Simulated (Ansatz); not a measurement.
**doublet CS+ at 4 levels**

Wanted: a comparison of 4 runs (U-wB97X/STO-3G, UPBE0/STO-3G, UCCSDT(Q)/STO-3G, UCCSD(T)/STO-3G) of doublet CS+. 

Program for the calculation: Ansatz 0.2.0.

52 further runs of the same task are left out: 14 that didn't finish, 38 set aside as unsound or not needed.

### Step 1. The structure to begin with

The species is CS+ (2 atoms), meant as a doublet with charge +1. SMILES of the parent species: `[C-]#[S+]`. The bond length is the one measured for the parent species. That shape belongs to the parent species and isn't relaxed for this state.

Bond lengths: C1–S2 1.535 Å.

### Step 2. The energy at U-wB97X/STO-3G (run 1)

The input, molecule.yaml:

```yaml
crystal:
  periodic: [false, false, false]
  atoms:
    - {symbol: C, position_ang: [0.000000, 0.000000, 0.000000]}
    - {symbol: S, position_ang: [0.000000, 0.000000, 1.534941]}
basis:
  gaussian:
    orbitals: STO-3G
total_charge: 1
magnetization:
  spin_polarized: true
  initial_magnetization: 1
hamiltonian:
  xc: {name: wB97X}
accuracy: high
```

On the command line:

```sh
$ ansatz run molecule.yaml --threads 1 --pin off --max-ram 2610MiB --events-out events.jsonl --progress --plain --runs-dir runs
```

The log of the run:

```text
Warning: RAYON_NUM_THREADS=1 ignored (pool sized by the plan → 1); use --threads N
Functional definition: wB97X
  name "wB97X"
  parameter omega = 0.3/bohr
  parameter cx = 0.157706
  parameter cx1 = 0.726479
  parameter cx2 = 1.04760
  parameter cx3 = -5.70635
  parameter cx4 = 13.2794
  parameter css1 = -4.33879
  parameter css2 = 18.2308
  parameter css3 = -31.7430
  parameter css4 = 17.2901
  parameter cos1 = 2.37031
  parameter cos2 = -11.3995
  parameter cos3 = 6.58405
  parameter cos4 = -3.78132
  exchange = spin_sum(e_x_unif_sr(omega)*poly(b97_u_x, 1 - cx, cx1, cx2, cx3, cx4)) + cx*exact_x_sr(omega)
      + exact_x_lr(omega)
  correlation = spin_sum(e_c_pw_same_spin*poly(b97_u_same, 1, css1, css2, css3, css4))
      + integral(e_c_pw_opposite_spin*poly(b97_u_opposite, 1, cos1, cos2, cos3, cos4))
224 factors; integrals over basis functions are off by at most 6.4e-9 eV
95 factors; integrals over basis functions are off by at most 8.9e-10 eV
mean field evaluation 1: about -11726.2266 eV, gradient 1.1e1 eV
mean field evaluation 2: about -11724.8744 eV, gradient 2.0e1 eV
mean field evaluation 4: about -11727.2116 eV, gradient 8.3e-1 eV
mean field evaluation 8: about -11727.2749 eV, gradient 1.4e-1 eV
mean field evaluation 16: about -11727.2752 eV, gradient 3.1e-6 eV
mean field -11727.27518136 eV, -430.9694138823 hartree, gradient 8.7e-8 eV, S^2 0.899376; 0 other end points of the search recorded, 0 dependent functions left out
reference -11727.27518061 eV, -430.9694138548 hartree; 11, 10 occupied and 3, 4 virtual orbitals, 224 factors
Total energy: -11727.27518061 eV, -430.9694138548 hartree
```

Wall time 2.7 s (1 thread of Intel Xeon 6975P-C (Granite Rapids), shared host); peak memory 0.27 GiB.

### Step 3. The energy at UPBE0/STO-3G (run 2)

The input, input.yaml:

```yaml
crystal:
  periodic: [false, false, false]
  atoms:
    - symbol: C
      position_ang: [0.000000, 0.000000, 0.000000]
    - symbol: S
      position_ang: [0.000000, 0.000000, 1.534941]
basis:
  gaussian:
    orbitals: STO-3G
total_charge: 1
magnetization:
  spin_polarized: true
  initial_magnetization: 1
hamiltonian:
  xc: {name: PBE0}
accuracy: high
```

On the command line:

```sh
$ ansatz run input.yaml --threads 1 --pin off --max-ram 2610MiB --events-out events.jsonl --progress --plain --runs-dir runs
```

The log of the run:

```text
Warning: RAYON_NUM_THREADS=1 ignored (pool sized by the plan → 1); use --threads N
Functional definition: PBE0
  name "PBE0"
  parameter a = 0.25
  parameter kappa = 0.804
  parameter beta = 0.06672455060314922
  exchange = (1 - a)*pbe_x(kappa = kappa, mu = beta*pi^2/3) + a*exact_x
  correlation = pbe_c(beta = beta)
224 factors; integrals over basis functions are off by at most 6.4e-9 eV
mean field evaluation 1: about -11722.6672 eV, gradient 3.3e0 eV
mean field evaluation 2: about -11722.7013 eV, gradient 5.7e0 eV
mean field evaluation 4: about -11722.9448 eV, gradient 6.1e-1 eV
mean field evaluation 8: about -11722.9634 eV, gradient 8.5e-2 eV
mean field evaluation 16: about -11722.9635 eV, gradient 7.9e-7 eV
mean field -11722.96351890 eV, -430.8109632095 hartree, gradient 5.9e-9 eV, S^2 0.861276; 0 other end points of the search recorded, 0 dependent functions left out
reference -11722.96351967 eV, -430.8109632377 hartree; 11, 10 occupied and 3, 4 virtual orbitals, 224 factors
Total energy: -11722.96351967 eV, -430.8109632377 hartree
```

Wall time 0.46 s (1 thread of Intel Xeon 6975P-C (Granite Rapids), shared host); peak memory 0.12 GiB.

Run 3 isn't shown in full; the table further down has it.

### Step 4. A single-point energy at UCCSD(T)/STO-3G (run 4)

The input, input.yaml:

```yaml
crystal:
  periodic: [false, false, false]
  atoms:
    - {symbol: C, position_ang: [0.000000, 0.000000, 0.000000]}
    - {symbol: S, position_ang: [0.000000, 0.000000, 1.534941]}
basis:
  gaussian:
    orbitals: STO-3G
scf:
  omitted_lower_state_checks: [cluster_reference, increment]
magnetization:
  spin_polarized: true
  initial_magnetization: 1
total_charge: 1
accuracy: high
correlation:
  method: ccsd_t
  frozen_orbitals: {C: 1, S: 5}
```

On the command line:

```sh
$ ansatz run input.yaml --threads 1 --pin off --max-ram 2610MiB --events-out events.jsonl --progress --plain --runs-dir runs
```

The log of the run (excerpt; [...] marks lines left out):

```text
Warning: RAYON_NUM_THREADS=1 ignored (pool sized by the plan → 1); use --threads N
Functional definition: HF
  name "HF"
[...]
224 factors; integrals over basis functions are off by at most 6.4e-9 eV
[...]
mean field -11707.03339537 eV, -430.2255419674 hartree, gradient 2.6e-8 eV, S^2 1.769857; 5 other end points of the search recorded, 0 dependent functions left out
6 core orbitals not correlated: weight in the atoms' cores, before any rotation towards them, 1.000 or more for the frozen orbitals, at most 0.000 for the correlated occupied ones
reference -11707.03339537 eV, -430.2255419674 hartree; 5, 4 occupied and 3, 4 virtual orbitals, 224 factors
second order -1.52517507 eV of doubles, -0.00000000 eV of singles
cycle   1  -1.75791984 eV  change   -2.3e-1 eV  update   1.0e-1
[...]
cycle  30  -3.01591501 eV  change   2.0e-10 eV  update  7.8e-11
perturbative correction -0.03527865 eV, -0.0012964665 hartree
Total energy: -11710.08458903 eV, -430.3376712664 hartree
Checks for a lower state left out: cluster_reference, increment
```

Wall time 0.38 s (1 thread of Intel Xeon 6975P-C (Granite Rapids), shared host).

### Step 5. Overview of the runs

```
run             level  frozen core orbitals  energy (Eh)   ⟨S²⟩  wall time
  1    U-wB97X/STO-3G                     –  -430.969414  0.899      2.7 s
  2      UPBE0/STO-3G                     –  -430.810963  0.861     0.46 s
  3  UCCSDT(Q)/STO-3G                     6  -430.340357  1.770      1.4 s
  4   UCCSD(T)/STO-3G                     6  -430.337671  1.770     0.38 s
```

### Step 6. What came out

| quantity | value |
| --- | --- |
| run 4: total energy | -430.33767 Eh |
| run 4: correlation energy (6 core orbitals frozen) | -112.1 mEh |
| run 4: (T) correction | -1.30 mEh |
| run 4: ⟨S²⟩ of the reference determinant | 1.770 |
| run 4: T1 diagnostic | 0.110 |

In words: Totals of different functionals can't be ranked against each other. In runs 1, 2, 3, 4 the basis is minimal, so the values are rough. Spin contamination of the reference: run 3 ⟨S²⟩ = 1.77, run 4 ⟨S²⟩ = 1.77, run 1 ⟨S²⟩ = 0.90, run 2 ⟨S²⟩ = 0.86. Where it is this large, the reference is a mixture of spin states, and values that rest on it are in doubt. All runs together took 4.9 s, the longest 2.7 s.
